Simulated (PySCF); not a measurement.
# Stretching OH

Set-up: basis H pcseg-1, O pcseg-1; no relativity; PySCF 2.14. Energies in eV from H + O in their ground configurations at the same level. State: ²Π (doublet), unpaired electrons π ↑.

All columns are B3LYP. A positive dipole means H(−)O(+).

| R (Å) | E (eV) | μ (D) | Mulliken charge on H (basis-dependent) | HOMO (eV) | LUMO (eV) | Mayer bond order | ⟨S²⟩ |
| --- | --- | --- | --- | --- | --- | --- | --- |
| 0.842 | -3.836 | -1.68 | 0.16 | -8.75 | -4.77 | 1.03 | 0.75 |
| 0.881 | -4.183 | -1.71 | 0.19 | -8.68 | -4.70 | 1.01 | 0.75 |
| 0.920 | -4.387 | -1.73 | 0.21 | -8.62 | -4.64 | 0.99 | 0.75 |
| 0.950 | -4.466 | -1.75 | 0.22 | -8.58 | -4.60 | 0.97 | 0.75 |
| 0.979 | -4.494 | -1.76 | 0.24 | -8.54 | -4.56 | 0.96 | 0.75 |
| 1.008 | -4.481 | -1.78 | 0.25 | -8.50 | -4.52 | 0.95 | 0.75 |
| 1.048 | -4.411 | -1.80 | 0.26 | -8.46 | -4.47 | 0.94 | 0.75 |
| 1.097 | -4.262 | -1.82 | 0.28 | -8.41 | -4.42 | 0.93 | 0.75 |
| 1.155 | -4.020 | -1.84 | 0.29 | -8.36 | -4.36 | 0.92 | 0.75 |
| 1.234 | -3.630 | -1.85 | 0.29 | -8.31 | -4.31 | 0.91 | 0.75 |

A fit through these points gives, at Re = 0.983 Å, μ = -1.77 D and dμ/dR = -0.527 D/Å; the reduced mass is 0.9481 u.

Q: How strong is the fundamental in the double-harmonic approximation, I = 42.26·(dμ/dR)²/μred km/mol?

A: I = 42.26·(-0.527)²/0.9481 = 12.4 km/mol at B3LYP.

The state was picked by a PBE0 search and need not be the measured ground state.
